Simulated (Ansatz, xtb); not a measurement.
CH3B2+: which of two structures lies lower

Structure I is a singlet given by its coordinates and structure II is `B=C[BH+]`, a singlet. Both are isolated ions in the gas phase, relaxed with B3LYP/6-31G*; the shapes shown needn't be the lowest conformers.

I (Å):

```tsv
atom	x (Å)	y (Å)	z (Å)
C	1.0923	-1.0496	0.2018
B	0.1265	-0.1727	0.7187
B	-0.9717	0.8253	1.3066
H	1.9508	-1.3968	0.7838
H	1.0508	-1.4442	-0.8175
H	-1.7794	1.5593	1.7390
```

Close contacts (Å): C1–B2 1.40, B2–B3 1.60, C1–H4 1.09, C1–H5 1.09, B3–H6 1.17.

II (Å):

```yaml
atoms:
  - { symbol: C, position_ang: [-1.1252, -0.5268, 1.4059] }
  - { symbol: B, position_ang: [-1.2604, -0.1970, 0.0345] }
  - { symbol: B, position_ang: [-2.1852, -0.4115, 2.3391] }
  - { symbol: H, position_ang: [-1.3860, 0.0794, -1.0983] }
  - { symbol: H, position_ang: [-0.1489, -0.8903, 1.7638] }
  - { symbol: H, position_ang: [-3.0711, -0.3114, 3.1010] }
```

**Question.** Estimate which is lower in electronic energy at CCSD(T)/def2-TZVPP, and by roughly how much.

**Answer.** The CCSD(T)/def2-TZVPP calculation puts structure II lower, by 38.3 kcal/mol.

Level by level:

```json
{"level": "GFN2-xTB", "geometry": "GFN2-xTB", "E(II) − E(I) (kcal/mol)": "−29.6", "departure from the last row (kcal/mol)": "+8.7", "job, with rough time for the two": "optimisation, 0.28 s"}
{"level": "HF/STO-3G", "geometry": "GFN2-xTB", "E(II) − E(I) (kcal/mol)": "−45.4", "departure from the last row (kcal/mol)": "−7.1", "job, with rough time for the two": "single point, 0.55 s"}
{"level": "r2SCAN-D4/def2-SVP", "geometry": "GFN2-xTB", "E(II) − E(I) (kcal/mol)": "−40.3", "departure from the last row (kcal/mol)": "−2.1", "job, with rough time for the two": "single point, 3.9 s"}
{"level": "B3LYP/6-31G*", "geometry": "B3LYP/6-31G*", "E(II) − E(I) (kcal/mol)": "−37.7", "departure from the last row (kcal/mol)": "+0.5", "job, with rough time for the two": "optimisation, 24 s"}
{"level": "HF/def2-TZVPP", "geometry": "B3LYP/6-31G*", "E(II) − E(I) (kcal/mol)": "−44.3", "departure from the last row (kcal/mol)": "−6.0", "job, with rough time for the two": "part of the CCSD(T) run"}
{"level": "MP2/def2-TZVPP", "geometry": "B3LYP/6-31G*", "E(II) − E(I) (kcal/mol)": "−44.2", "departure from the last row (kcal/mol)": "−5.9", "job, with rough time for the two": "part of the CCSD(T) run"}
{"level": "CCSD(T)/def2-TZVPP", "geometry": "B3LYP/6-31G*", "E(II) − E(I) (kcal/mol)": "−38.3", "departure from the last row (kcal/mol)": "", "job, with rough time for the two": "single point, 32 s"}
```

None of the levels shown reverses the order. The largest departure from CCSD(T)/def2-TZVPP is that of GFN2-xTB, 8.7 kcal/mol.

With harmonic frequencies from B3LYP/6-31G* (ideal gas, rigid rotor, one conformer each, 298.15 K, 1 atm): the zero-point term adds −0.3 kcal/mol; ΔH is −38.7 and ΔG −38.6 kcal/mol.

The T1 diagnostic of structure I is large, so the coupled-cluster value is less sure. The correlated steps freeze 3 core orbitals. Run with Ansatz 0.2.0, xtb 6.7.1; the last row on 1 thread of Intel(R) Xeon(R) Processor @ 2.50GHz (Skylake/Cascade Lake) on a shared host.
